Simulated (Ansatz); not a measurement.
System: hcp Ru. Method: LDA in Ansatz (PAW).

Input:

Ansatz 0.2 input:
```yaml
crystal:
  lattice:
    - [1.3197230468, -2.2858273689, 0.0]
    - [1.3197230468, 2.2858273689, 0.0]
    - [0.0, 0.0, 4.1648658072]
  atoms:
    - { symbol: Ru, position: [0.3333333333, 0.6666666667, 0.25] }
    - { symbol: Ru, position: [0.6666666667, 0.3333333333, 0.75] }
basis:
  ecutwfc: 520
  ecutrho_ratio: 4
  xc_grid: 2
kpoints:
  mp_grid: { grid: [24, 24, 14] }
hamiltonian:
  xc: lda
  dispersion: none
  pseudopotentials: { kind: paw }
scf:
  occupations: { method: fermi_dirac, width: 0.05 }
output:
  forces: true
  stress: true
  eigenvalues: true
relax:
  f_tol: 0.004
  escape_saddle: false
  max_steps: 80
  cell: { stress_tol: 0.02, fix: [volume] }
```

From the output:

```
Relaxation: its limit of steps is 80 (relax.max_steps)
Crystal: 2 atoms, lattice volume = 25.128 Å³
Basis set: ecut = 520 eV, 687 PW (Γ), exchange–correlation on 40×40×64 points (8 copies of the dense FFT grid, shifted against one another)
Bands: 20, of which v1, the nominal top of the filled ones, is band 16 counted from 1 (15 counted from 0)
Symmetry: 24 space group operations
Space group: P63/mmc (ITA 194), of the structure as read, at distance tolerance 2.9e-5 Å
k-points: 488 of 8064
Functional: x = slater, c = lda
SCF iter   1: F=—  HF=-11516.546065 eV  |F-HF|=—  |Δ(HF+E_count)|=         —  Δρ=1.05e-2  dr2=1.28e-2
SCF iter   2: F=—  HF=-11516.544698 eV  |F-HF|=—  |Δ(HF+E_count)|=   1.37e-3  Δρ=5.58e-3  dr2=3.23e-3
  ...
SCF 1 converged in 6 iterations: F = -11516.544297 eV  dr2 = 2.10e-10
Crystal: 2 atoms, lattice volume = 25.128 Å³
Initial density: handed on by an earlier stage of this run
SCF 2 converged in 6 iterations: F = -11516.544377 eV  dr2 = 1.07e-13
Crystal: 2 atoms, lattice volume = 25.128 Å³
SCF 3 converged in 6 iterations: F = -11516.544405 eV  dr2 = 7.22e-15
Crystal: 2 atoms, lattice volume = 25.128 Å³
SCF iter   7: F=-11516.544405 eV  HF=-11516.544405 eV  |F-HF|=1.82e-12  |Δ(HF+E_count)|=    0.00e0  Δρ=5.90e-9  dr2=4.86e-15
SCF iter   8: F=-11516.544405 eV  HF=-11516.544405 eV  |F-HF|=3.64e-12  |Δ(HF+E_count)|=    0.00e0  Δρ=1.65e-9  dr2=3.61e-16
SCF 4 converged in 8 iterations: F = -11516.544405 eV  dr2 = 3.61e-16
SCF converged after 8 iterations
Free energy (F): -11516.544405 eV
Internal energy: -11516.530385 eV  (E = F + TS)
E sigma→0 (E₀):  -11516.537395 eV
Fermi energy:    25.545021 eV
--- Forces (eV/Å), atoms counted from 1 ---
  atom   1  Ru    -0.00000000     0.00000000     0.00000000
  atom   2  Ru    -0.00000000    -0.00000000     0.00000000
--- Stress (GPa, compression-positive) ---
       16.457368       0.000000       0.000000
       -0.000000      16.457368       0.000000
        0.000000       0.000000      16.456528
  P = ⅓ Tr σ = 16.4571 GPa (164.571 kbar)
```

The cell is one volume of an energy–volume scan, off the minimum.

The PAW data were made under PBE.

Computing time: around 50 core-seconds (rough).

Ansatz is an electronic-structure program.
